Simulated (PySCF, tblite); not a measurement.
# Aza-BODIPY (C₈H₆BF₂N₃): geometry, infrared bands, NMR shifts, spin-spin couplings and electronic excitations

Aim: predict the infrared bands, NMR shifts, spin-spin couplings and electronic excitations of Aza-BODIPY (C₈H₆BF₂N₃) (`F[B-]1(F)n2cccc2N=C2C=CC=[N+]21`).

Programs: tblite 0.8.0 and PySCF 2.14.0, with density-fitted response routines of our own. Each step states its level of theory. These are calculated values for one molecule in the gas phase, unless marked as measured. Atoms are numbered from 0 throughout.

**1. The starting structure**

20 atoms, charge 0, multiplicity 1; geometry from: force field or distance geometry start.

Bonds of the start (Å): F0–B1 1.36, B1–F2 1.38, B1–N3 1.56, N3–C4 1.32, C4–C5 1.41, C5–C6 1.37, C6–C7 1.42, C7–N8 1.31, N8–C9 1.32, C9–C10 1.42, C10–C11 1.37, C11–C12 1.41, C12–N13 1.33, N13–B1 1.55, C7–N3 1.39, N13–C9 1.39, C4–H14 1.08, C5–H15 1.07, C6–H16 1.07, C10–H17 1.07, C11–H18 1.07, C12–H19 1.07.

**2. Optimising the geometry with GFN2-xTB**

What the job is given:

```
{"job": {"kind": "relax", "xc": "GFN2-xTB", "basis": "xTB"}, "charge": 0, "multiplicity": 1}
F     -0.147900     2.102900    -1.385100
B      0.000800     1.452400    -0.200500
F      0.187600     2.338400     0.841200
N      1.221200     0.491100    -0.272400
C      2.494300     0.763700    -0.479000
C      3.267600    -0.409300    -0.435600
C      2.418200    -1.444300    -0.168700
C      1.121900    -0.881000    -0.052100
N     -0.002900    -1.512100     0.196500
C     -1.131400    -0.835100     0.274000
C     -2.434700    -1.335600     0.534300
C     -3.281500    -0.257200     0.518800
C     -2.497800     0.884700     0.252400
N     -1.219300     0.540000     0.093200
H      2.812700     1.781900    -0.672600
H      4.331300    -0.455600    -0.563000
H      2.642300    -2.485200    -0.045000
H     -2.663000    -2.370100     0.713700
H     -4.338000    -0.246800     0.684900
H     -2.796700     1.909300     0.155800
```

Run with:

```bash
OMP_NUM_THREADS=2 python probes_run.py task.json out
```

The driver reads the jobs from task.json and runs them one after another.

The log of the run:

```text
step      E/eV     max force
  0   -1083.02223    0.652
  1   -1083.03486    0.328
  2   -1083.03853    0.082
  3   -1083.03937    0.058
  4   -1083.03998    0.050
  5   -1083.04017    0.029
  6   -1083.04030    0.027
  7   -1083.04041    0.026
  8   -1083.04048    0.020
  9   -1083.04051    0.018
 10   -1083.04054    0.018
 11   -1083.04057    0.014
 12   -1083.04059    0.014
 13   -1083.04061    0.011
 14   -1083.04063    0.014
 15   -1083.04067    0.020
 16   -1083.04071    0.018
 17   -1083.04076    0.016
 18   -1083.04081    0.016
 19   -1083.04085    0.015
 20   -1083.04088    0.016
 21   -1083.04091    0.015
 22   -1083.04093    0.013
 23   -1083.04095    0.011
 24   -1083.04097    0.009
```

Run time: 1.1 s. Hardware: 2 threads of AMD EPYC, shared host; peak memory 0.18 GiB.

The steps of the relaxation:

```
step  energy from step 0 (eV)  largest force (eV/Å)
   0                   0.0000                0.6521
   1                  -0.0126                0.3282
   2                  -0.0163                0.0821
   3                  -0.0171                0.0583
   4                  -0.0177                0.0503
   5                  -0.0179                0.0292
   6                  -0.0181                0.0270
   7                  -0.0182                0.0264
   8                  -0.0182                0.0200
   9                  -0.0183                0.0185
  10                  -0.0183                0.0181
  11                  -0.0183                0.0144
  12                  -0.0184                0.0136
  13                  -0.0184                0.0112
  14                  -0.0184                0.0142
  15                  -0.0184                0.0198
  16                  -0.0185                0.0179
  17                  -0.0185                0.0158
  18                  -0.0186                0.0157
  19                  -0.0186                0.0150
  20                  -0.0186                0.0161
  21                  -0.0187                0.0146
  22                  -0.0187                0.0129
  23                  -0.0187                0.0112
  24                  -0.0187                0.0095
```

Close pairs (by a distance rule), those that changed most:

```
   bond  before (Å)  after (Å)  change (Å)
  F0–B1       1.360      1.373      +0.013
C12–N13       1.334      1.323      -0.011
 C4–H14       1.084      1.074      -0.010
  N8–C9       1.318      1.309      -0.009
  C5–C6       1.365      1.372      +0.007
  B1–F2       1.380      1.374      -0.007
  N3–C4       1.318      1.323      +0.005
  C7–N8       1.313      1.309      -0.004
```

The next job starts from the end point, and lists it.

**3. Infrared spectrum with GFN2-xTB**

What the job is given:

```
{"job": {"kind": "ir", "xc": "GFN2-xTB", "basis": "xTB"}, "charge": 0, "multiplicity": 1}
F     -0.152756     2.085813    -1.391719
B      0.006015     1.448530    -0.185969
F      0.173599     2.359994     0.827977
N      1.224407     0.485434    -0.246077
C      2.496223     0.767458    -0.477138
C      3.272455    -0.407700    -0.435720
C      2.418589    -1.446933    -0.165466
C      1.117591    -0.885017    -0.046031
N     -0.006584    -1.507969     0.203664
C     -1.125770    -0.832555     0.277248
C     -2.431623    -1.333462     0.535841
C     -3.278005    -0.253821     0.515694
C     -2.492186     0.884415     0.247882
N     -1.221901     0.542713     0.107753
H      2.814470     1.776456    -0.662741
H      4.331915    -0.455646    -0.590563
H      2.643411    -2.488638    -0.058482
H     -2.664537    -2.364987     0.706844
H     -4.338406    -0.250568     0.672374
H     -2.802376     1.908521     0.155522
```

The log of the run:

```text
mode    cm-1     km/mol
  1      44.4      6.68
  2     107.3      0.17
  3     117.2      0.02
  4     177.5      0.03
  5     237.0      7.16
  6     254.9      5.76
  7     298.7      3.69
  8     324.8      0.00
  9     361.2      1.76
 10     414.1     15.15
 11     428.5      5.46
 12     466.8      0.83
 13     543.3      7.46
 14     559.3      6.66
 15     561.4      0.07
 16     639.4      0.01
 17     676.9      2.73
 18     701.5      7.20
 19     775.7      3.31
 20     796.7      4.45
 21     797.4     54.35
 22     805.7      6.62
 23     844.4      1.51
 24     845.9      0.08
 25     847.7      0.25
 26     848.2      2.92
 27     849.8      2.05
 28     878.6      1.39
 29     945.3    206.85
 30    1015.2     55.91
 31    1028.4    100.94
 32    1037.5    367.17
 33    1062.9     29.49
 34    1069.6     58.84
 35    1119.1    246.69
 36    1132.3     27.86
 37    1153.1    133.47
 38    1161.3      7.96
 39    1271.3     22.28
 40    1288.4     32.18
 41    1334.4    424.36
 42    1354.5     14.20
 43    1363.4      2.20
 44    1431.1    131.18
 45    1505.7     13.13
 46    1513.5     19.99
 47    1553.5     45.93
 48    1566.6    408.62
 49    3151.1      2.99
 50    3152.4      2.96
 51    3172.0      5.23
 52    3173.4      4.58
 53    3185.3      4.82
 54    3187.1      4.48
```

Run time: 5.9 s. Hardware: 2 threads of AMD EPYC, shared host; peak memory 0.18 GiB.

The strongest bands and the atoms that carry them (share of the mass-weighted mode):

```
cm⁻¹  km/mol                                  atoms
 945   206.8              B1 45 %, F2 13 %, F0 13 %
1028   100.9  B1 18 %, H15 16 %, H18 16 %, H19 12 %
1038   367.2              B1 74 %, F0 13 %, F2 11 %
1119   246.7                     H14 19 %, H19 19 %
1153   133.5           H15 11 %, H18 10 %, N13 10 %
1334   424.4   C4 12 %, C12 12 %, N3 11 %, N13 11 %
1431   131.2   C11 18 %, C5 17 %, C10 14 %, C6 14 %
1567   408.6              N8 36 %, C7 23 %, C9 23 %
```

**4. Optimising the geometry at PBE0-D3(BJ)/def2-SVP**

What the job is given:

```
{"job": {"xc": "PBE0", "basis": "def2-SVP", "d3": "d3bj", "grid": 1, "shake": 0.01, "kind": "geom"}, "charge": 0, "multiplicity": 1}
F     -0.132350     2.060260    -1.387540
B      0.000340     1.444000    -0.188120
F      0.153400     2.357670     0.819320
N      1.257640     0.487690    -0.249600
C      2.493410     0.760780    -0.487690
C      3.268550    -0.402880    -0.438110
C      2.428170    -1.448930    -0.165220
C      1.133050    -0.879570    -0.051080
N     -0.008410    -1.502560     0.223010
C     -1.128470    -0.834990     0.287270
C     -2.440490    -1.336380     0.544670
C     -3.272200    -0.252910     0.522400
C     -2.520470     0.894630     0.238290
N     -1.238590     0.545480     0.114760
H      2.810020     1.765690    -0.662480
H      4.331390    -0.441590    -0.583090
H      2.645350    -2.477520    -0.060540
H     -2.673800    -2.359150     0.712670
H     -4.340550    -0.258400     0.674670
H     -2.827310     1.915420     0.160440
```

The log of the run:

```text
step   0  E = -696.16054693  max force = 0.062693
step   1  E = -696.16789237  max force = 0.011900
step   2  E = -696.16801616  max force = 0.006173
step   3  E = -696.16803016  max force = 0.004698
step   4  E = -696.16821506  max force = 0.001622
step   5  E = -696.16822155  max force = 0.001603
step   6  E = -696.16822718  max force = 0.001371
step   7  E = -696.16823375  max force = 0.000804
step   8  E = -696.16823742  max force = 0.000402
optimisation converged
```

Wall time 9.9 min (2 threads of AMD EPYC, shared host); peak memory 1.3 GiB.

The steps of the relaxation:

```
step  energy from step 0 (eV)  largest force component (eV/Å)
   0                   0.0000                          3.2238
   1                  -0.1999                          0.6119
   2                  -0.2032                          0.3174
   3                  -0.2036                          0.2416
   4                  -0.2087                          0.0834
   5                  -0.2088                          0.0824
   6                  -0.2090                          0.0705
   7                  -0.2092                          0.0413
   8                  -0.2093                          0.0207
```

Distances of close pairs at the start and the end, largest changes first:

```
   bond  before (Å)  after (Å)  change (Å)
  N3–C4       1.288      1.330      +0.042
 C6–H16       1.056      1.088      +0.031
C10–H17       1.062      1.088      +0.025
 C4–H14       1.068      1.090      +0.022
C12–H19       1.069      1.090      +0.021
  C4–C5       1.399      1.418      +0.019
  F0–B1       1.355      1.374      +0.019
C11–C12       1.401      1.418      +0.017
```

The end geometry stands in the next job.

```
                         at the end point                value
  point group (found at 0.08 Å tolerance)                  C2v
rotational constants (GHz, main isotopes)  1.266, 0.668, 0.478
                        dipole moment (D)                 2.14
```

**5. Shielding tensors: PBE0/pcSseg-1**

What the job is given:

```
{"job": {"kind": "nmr", "xc": "PBE0", "basis": "pcSseg-1"}, "charge": 0, "multiplicity": 1}
F     -0.289559     1.598747    -2.313278
B     -0.129983     0.994633    -1.089510
F      0.029933     1.912503    -0.079703
N      1.087430     0.007661    -1.126131
C      2.366533     0.300878    -1.340447
C      3.161393    -0.873126    -1.305591
C      2.301557    -1.924864    -1.055893
C      0.993507    -1.369289    -0.942254
N     -0.135407    -2.003279    -0.703139
C     -1.260747    -1.324170    -0.624929
C     -2.569870    -1.826540    -0.367233
C     -3.422913    -0.740257    -0.375105
C     -2.623900     0.401704    -0.637352
N     -1.348451     0.056215    -0.785107
H      2.680830     1.330456    -1.511377
H      4.238854    -0.911698    -1.449828
H      2.528635    -2.983883    -0.955274
H     -2.801799    -2.876196    -0.200899
H     -4.498718    -0.735319    -0.214369
H     -2.932346     1.443717    -0.721786
```

Method: GIAO PBE0/pcSseg-1 NMR shielding, non-relativistic, gas phase.

The log of the run:

```text
coarse grid: 18856 points
cycle   1  E = -696.3886196548  dE =  2.889e+00  |g| = 7.709e-01  |ddm| = 4.506e+00
cycle   2  E = -696.3022457816  dE =  8.637e-02  |g| = 1.106e+00  |ddm| = 1.286e+00
cycle   3  E = -696.4936504802  dE = -1.914e-01  |g| = 1.199e-01  |ddm| = 7.502e-01
cycle   4  E = -696.4958615867  dE = -2.211e-03  |g| = 7.153e-02  |ddm| = 1.505e-01
cycle   5  E = -696.4969109301  dE = -1.049e-03  |g| = 1.297e-02  |ddm| = 5.422e-02
cycle   6  E = -696.4969459711  dE = -3.504e-05  |g| = 4.028e-03  |ddm| = 1.311e-02
cycle   7  E = -696.4969491996  dE = -3.229e-06  |g| = 1.856e-03  |ddm| = 4.813e-03
final grid: 189288 points
cycle   8  E = -696.5785938848  dE = -7.900e-05  |g| = 8.092e-03  |ddm| = 4.809e-02
cycle   9  E = -696.5785836719  dE =  1.021e-05  |g| = 1.042e-02  |ddm| = 1.463e-02
cycle  10  E = -696.5786071018  dE = -2.343e-05  |g| = 2.986e-03  |ddm| = 9.919e-03
cycle  11  E = -696.5786093775  dE = -2.276e-06  |g| = 4.656e-04  |ddm| = 3.075e-03
cycle  12  E = -696.5786094050  dE = -2.749e-08  |g| = 3.313e-04  |ddm| = 6.968e-04
cycle  13  E = -696.5786094344  dE = -2.943e-08  |g| = 1.117e-04  |ddm| = 4.068e-04
cycle  14  E = -696.5786094377  dE = -3.366e-09  |g| = 2.960e-05  |ddm| = 1.225e-04
cycle  15  E = -696.5786094380  dE = -2.015e-10  |g| = 9.024e-06  |ddm| = 2.918e-05
converged SCF energy = -696.5786094380

GIAO shielding tensors (ppm)
atom      isotropic    diamagn.    paramagn.     s11        s22        s33       span
  0 F      329.173     466.932    -137.759    313.680    314.684    359.157     45.477
  1 B      104.961     189.702     -84.741     95.201    104.348    115.336     20.135
  2 F      330.613     474.568    -143.955    315.231    316.419    360.188     44.957
  3 N       43.694     336.564    -292.870    -76.268      2.739    204.611    280.879
  4 C       29.553     246.944    -217.392    -56.171     11.266    133.563    189.734
  5 C       58.526     260.308    -201.783    -29.480     48.601    156.456    185.936
  6 C       42.829     253.609    -210.780    -58.570     37.055    150.001    208.571
  7 C       34.387     252.731    -218.344    -12.716     22.239     93.639    106.355
  8 N     -102.273     331.074    -433.347   -450.505   -116.010    259.696    710.201
  9 C       34.403     252.741    -218.339    -12.680     22.223     93.665    106.344
 10 C       42.857     253.612    -210.754    -58.493     37.056    150.009    208.502
 11 C       58.532     260.264    -201.732    -29.404     48.570    156.429    185.833
 12 C       29.587     246.986    -217.399    -56.218     11.379    133.600    189.817
 13 N       43.602     336.631    -293.029    -76.446      2.733    204.518    280.964
 14 H       23.366      29.423      -6.057     20.397     22.418     27.284      6.887
 15 H       24.604      29.435      -4.832     22.941     24.815     26.055      3.113
 16 H       23.919      30.162      -6.242     22.555     23.382     25.821      3.266
 17 H       23.921      30.166      -6.245     22.556     23.386     25.820      3.264
 18 H       24.607      29.437      -4.830     22.941     24.823     26.057      3.115
 19 H       23.362      29.432      -6.070     20.397     22.410     27.280      6.882
```

Wall time 2.8 min (2 threads of AMD EPYC, shared host); peak memory 2.1 GiB.

The references, computed at this level on geometries of the same kind, shield at (ppm): 1H TMS 31.27, 13C TMS 184.4, 19F CFCl3 177.2, 15N NH3 265.7, 11B BF3·OEt2 100.7. Their shielding less the atom's gives the shift. The references are single molecules in the gas phase, so shifts against H2O, NH3, PH3, H3PO4 or CFCl3 are not on the usual liquid scales and can be off by tens of ppm. Atoms listed in one row are averaged.

```
   atoms                                         environment  σ (ppm)  δ (ppm)  δ scaled to CDCl3
 C4, C12                 aromatic CH next to a ring nitrogen     29.6    154.8              149.8
  C7, C9                    aromatic carbon bearing nitrogen     34.4    150.0              145.2
 C6, C10                                         aromatic CH     42.8    141.6              137.0
 C5, C11                                         aromatic CH     58.5    125.9              121.7
H14, H19  hydrogen on an aromatic CH next to a ring nitrogen    23.36     7.90               7.71
H16, H17                          hydrogen on an aromatic CH    23.92     7.35               7.18
H15, H18                          hydrogen on an aromatic CH    24.61     6.66               6.53
  F0, F2                                fluorine bonded to B    329.9   -152.6                  –
      B1      boron bonded to 2 F, 2 N, in a 6-membered ring    105.0     -4.2                  –
      N8                                      imine nitrogen   -102.3    367.9                  –
 N3, N13                          pyrrole-type ring nitrogen     43.6    222.0                  –
```

The scaled column applies a straight-line fit of computed shieldings to shifts measured in CDCl3, and one for carbons that bear F (root-mean-square error 0.21 ppm for H, 2.0 ppm for C).

Charges from the same density, by scheme (e):

```
  atoms  Mulliken    IAO  Hirshfeld  ESP fit
 F0, F2     -0.36  -0.40      -0.22    -0.36
     B1      0.83   0.62       0.21     0.62
N3, N13     -0.63  -0.18      -0.07    -0.24
C4, C12      0.25   0.02       0.06    -0.05
C5, C11     -0.16  -0.21      -0.07    -0.24
C6, C10     -0.07  -0.15      -0.04    -0.32
 C7, C9      0.40   0.17       0.08     0.63
     N8     -0.38  -0.20      -0.12    -0.69
```

Mayer bond orders: F0–B1 1.02, B1–F2 1.02, B1–N3 0.64, N3–C4 1.39, C4–C5 1.27, C5–C6 1.54, C6–C7 1.20, C7–N8 1.43, N8–C9 1.43, C9–C10 1.20, C10–C11 1.54, C11–C12 1.27, C12–N13 1.39, N13–B1 0.64, C7–N3 1.05, N13–C9 1.05.

Ring of atoms B1, N3, C7, N8, C9, N13: NICS(0) 4.3, NICS(1) 0.7, NICS(1)zz 8.9 ppm (means of both faces).

Ring of atoms N3, C4, C5, C6, C7: NICS(0) -4.0, NICS(1) -5.9, NICS(1)zz -11.8 ppm (means of both faces).

Ring of atoms C9, C10, C11, C12, N13: NICS(0) -4.0, NICS(1) -5.9, NICS(1)zz -11.8 ppm (means of both faces).

(Part 1 of 2 ends here.)
